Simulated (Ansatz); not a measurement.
Ansatz (a program for electronic structure) input (FCI/STO-3G):

Ansatz 0.2 input:
```yaml
crystal:
  periodic: [false, false, false]
  atoms:
    - {symbol: C, position_ang: [-0.00084066, 0.06417934, -1.20111192]}
    - {symbol: Si, position_ang: [0.00020234, 0.04776781, 0.68085373]}
    - {symbol: H, position_ang: [0.00228281, -0.95744935, -1.59188620]}
    - {symbol: H, position_ang: [-0.88652208, 0.57124442, -1.58638550]}
    - {symbol: H, position_ang: [0.88111184, 0.57700419, -1.58731491]}
    - {symbol: H, position_ang: [-1.21072394, -0.62626610, 1.22079099]}
    - {symbol: H, position_ang: [1.21606260, -0.61835849, 1.21951500]}
basis:
  gaussian:
    orbitals: STO-3G
magnetization: {spin_polarized: true, initial_magnetization: 1}
correlation: {method: fci, electrons: outside_noble_gas}
```

End of the output:

```
integrals: 0.00 GiB planned
325 factors; integrals over basis functions are off by at most 2.9e-8 eV
mean field: 0.05 GiB planned
mean field evaluation 1: about -8866.7266 eV, gradient 6.4e0 eV
mean field evaluation 2: about -8866.7727 eV, gradient 6.3e0 eV
mean field evaluation 4: about -8867.2867 eV, gradient 5.6e-1 eV
mean field evaluation 8: about -8867.2951 eV, gradient 7.3e-3 eV
mean field -8867.29511700 eV, -325.8670850811 hartree, gradient 2.9e-6 eV, S^2 0.751924; 0 other end points of the search recorded, 0 dependent functions left out
mean field evaluation 16: about -8867.2852 eV, gradient 1.7e-1 eV
6 core orbitals not correlated
reference -8867.28515016 eV, -325.8667188067 hartree; 7, 6 occupied and 6, 7 virtual orbitals, 325 factors
configuration interaction: 0.88 GiB planned
state -8870.56214044 eV, -325.9871459781 hartree
Total energy: -8870.56214044 eV, -325.9871459781 hartree
```

It need not be the lowest isomer of its formula.
